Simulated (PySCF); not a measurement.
**CH: everyday levels beside a composite calculation**

PySCF; the state is a doublet (π ↑). The composite is CCSD(T) extrapolated to the basis-set limit from two correlation-consistent sets, with core-valence (CV) and scalar-relativistic (SR) terms as its label shows; it has no spin–orbit coupling and nothing beyond (T). Here it is CCSD(T)/CBS(TQ)+CV+SR. It gives Re = 1.118 Å, ωe = 2866 cm⁻¹ and De = 3.65 eV to H + C.

```
      level        basis     relativity  Re (Å)  ωe (cm⁻¹)  De (eV)
    UHF-MP2       STO-3G  no relativity   1.162       3114     3.23
    UHF-MP2      pcseg-2  no relativity   1.111       2969     3.40
    UHF-MP2  def2-TZVPPD  no relativity   1.113       2952     3.40
   UHF-CCSD       STO-3G  no relativity   1.179       2911     3.48
UHF-CCSD(T)  aug-pcseg-1  no relativity   1.128       2873     3.41
        PBE     def2-SVP  no relativity   1.149       2739     3.63
     PBEsol  def2-TZVPPD  no relativity   1.141       2715     3.76
       BLYP     def2-SVP  no relativity   1.148       2717     3.65
  BHandHLYP  def2-TZVPPD  no relativity   1.110       2955     3.59
  CAM-B3LYP   def2-TZVPP  no relativity   1.120       2873     3.66
```

Problem. Give the difference of each row from the composite.

Solution. 

```tsv
level	basis	ΔRe (pm)	Δωe (%)	ΔDe (eV)
UHF-MP2	STO-3G	+4.4	+8.7	-0.42
UHF-MP2	pcseg-2	-0.7	+3.6	-0.25
UHF-MP2	def2-TZVPPD	-0.5	+3.0	-0.25
UHF-CCSD	STO-3G	+6.1	+1.6	-0.17
UHF-CCSD(T)	aug-pcseg-1	+1.0	+0.2	-0.24
PBE	def2-SVP	+3.1	-4.4	-0.02
PBEsol	def2-TZVPPD	+2.3	-5.3	+0.11
BLYP	def2-SVP	+3.0	-5.2	+0.00
BHandHLYP	def2-TZVPPD	-0.8	+3.1	-0.06
CAM-B3LYP	def2-TZVPP	+0.2	+0.2	+0.01
```

Problem. Which rows come closest in De?

Solution. BLYP in def2-SVP (+0.00 eV); CAM-B3LYP in def2-TZVPP (+0.01 eV), counted from the composite.

Correlated steps freeze 1 core orbital. Correlated levels converge slowly with the basis: in double zeta they bind strong bonds too weakly, by up to about 1 eV, and carry superposition errors of some tenths. STO-3G is very small, so such numbers show the basis as much as the molecule. The state is the lowest determinant that a PBE0 search found; another state may lie lower at other levels.
